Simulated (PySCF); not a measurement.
Gas-phase reaction: H3SiCCH + 4 Si2H5 → 3 c-Si3H6 + 2 CH3

Computed with PySCF (xtb for GFN2) and rigid-rotor harmonic-oscillator thermochemistry at 1 bar. † marks an energy on the PBE0/def2-TZVP geometry and frequencies; other levels use their own. MP2 freezes the core. 6-31G* has spherical d functions here. Open shells (unrestricted): Si2H5 (multiplicity 2), CH3 (multiplicity 2); the rest are closed-shell singlets. GFN2 has no spin-polarisation term. B3LYP is the form with VWN-RPA correlation. Si2H5, c-Si3H6: computed as isolated molecules; such fragments, hydroxides, amides, oligomers or adducts are transient or little studied in the gas. MP2 isn't extrapolated to the basis-set limit; its ΔH°(298 K) is -23.3 kJ in def2-SVP and -44.1 kJ in def2-TZVPP. The harmonic model lacks anharmonicity and excited electronic states, which grow with temperature; levels with a mode under 35 cm⁻¹ are left out. Internal rotation in Si2H5 is treated as a harmonic vibration of one conformer, which makes the entropy rough.

```json
[
 {"level": "B3LYP/6-31G*", "ΔE electronic, kJ": "-63", "ΔH°(298 K), kJ": "-45", "ΔS°(298 K), J/K": "-131", "ΔG°(2500 K), kJ": "267"},
 {"level": "GFN2-xTB", "ΔE electronic, kJ": "437", "ΔH°(298 K), kJ": "451", "ΔS°(298 K), J/K": "-111", "ΔG°(2500 K), kJ": "711"},
 {"level": "M06-2X/def2-TZVP†", "ΔE electronic, kJ": "-61", "ΔH°(298 K), kJ": "-42", "ΔS°(298 K), J/K": "-124", "ΔG°(2500 K), kJ": "256"},
 {"level": "MP2/def2-TZVPP†", "ΔE electronic, kJ": "-63", "ΔH°(298 K), kJ": "-44", "ΔS°(298 K), J/K": "-124", "ΔG°(2500 K), kJ": "254"},
 {"level": "PBE0/def2-QZVP†", "ΔE electronic, kJ": "-131", "ΔH°(298 K), kJ": "-113", "ΔS°(298 K), J/K": "-124", "ΔG°(2500 K), kJ": "185"},
 {"level": "r2SCAN/def2-TZVP†", "ΔE electronic, kJ": "-122", "ΔH°(298 K), kJ": "-104", "ΔS°(298 K), J/K": "-124", "ΔG°(2500 K), kJ": "194"}
]
```
ΔH° is lowest at PBE0/def2-QZVP† and highest at GFN2-xTB. No reference value is set beside these.
